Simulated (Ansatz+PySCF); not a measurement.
Two shapes of quartet LiH₂.

Shape 1:

```xyz
3

Li    0.0000    0.0000    0.0000
H     3.2526    0.0000    0.0000
H    -2.7992    0.0000    0.0000
```

Shape 2:

```xyz
3

Li    0.0000    0.0000    0.0000
H     2.0058    0.0000    1.1580
H    -2.0058    0.0000    1.1580
```

Basis set: 6-31G (spherical functions). All electrons are correlated. Correlation on ROHF uses semicanonical orbitals with singles. Charge 0, multiplicity 4.

Computed with Ansatz (development build ahead of 0.2.0); the reference of a correlated method needn't be the lowest determinant of its kind.

Task: Which shape is lower in energy, and by how much in each method?

Result:

```
                            method  E(2) − E(1) (eV)
                         ROHF-CCSD             0.407
                          UHF-CCSD             0.407
                      ROHF-CCSD(T)             0.407
                       UHF-CCSD(T)             0.407
full CI (lowest root of this spin)             0.407
```

Shape 1 is lower. Caution for ROHF-CCSD, UHF-CCSD, ROHF-CCSD(T), UHF-CCSD(T): the reference determinant was not shown to be the lowest.
